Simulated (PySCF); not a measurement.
From results back to the method.

Species: C₅H₆O.
Atom-mapped SMILES: `[CH2:1]=[CH:2][C:3](=[O:4])[CH:5]=[CH2:6]` (hydrogens: H7, H8 on C1; H9 on C2; H10 on C5; H11, H12 on C6)

The closed-shell ground state was solved 6 times with PySCF (density fitting, gas phase), always in the pcJ-1 basis (222 functions), with these functionals: B3LYP, BHandHLYP, HF, KT2, LDA and PBE0. One conformer (not necessarily the lowest) at the PBE0-D3(BJ)/def2-SVP geometry, without solvent, vibrations or thermal averaging.

| row | total energy (Eh) | HOMO (eV) | LUMO (eV) | dipole (D) |
| --- | --- | --- | --- | --- |
| P | -269.3324 | -7.20 | -2.46 | 2.49 |
| Q | -267.6462 | -10.51 | 1.51 | 2.73 |
| R | -266.9878 | -6.04 | -3.46 | 2.46 |
| S | -269.0019 | -7.48 | -2.28 | 2.48 |
| T | -269.1571 | -9.04 | -1.19 | 2.60 |
| U | -273.9201 | -6.02 | -3.15 | 2.36 |

Task: Which functional belongs to which row?

Result: P = B3LYP, Q = HF, R = LDA, S = PBE0, T = BHandHLYP, U = KT2. By rising HOMO–LUMO gap: LDA (LDA) 2.58 eV; KT2 (GGA) 2.87 eV; B3LYP (global hybrid, 20 % exact exchange) 4.74 eV; PBE0 (global hybrid, 25 % exact exchange) 5.20 eV; BHandHLYP (global hybrid, 50 % exact exchange) 7.85 eV; HF (all exact exchange) 12.02 eV. Total energies of different functionals aren't bounds to one another; each is stationary for its own functional.

Shape of the structure used: `[CH2:1]=[CH:2][C:3](=[O:4])[CH:5]=[CH2:6]`: C1–C2–C3–O4 0°, C2–C3–C5–C6 180°.
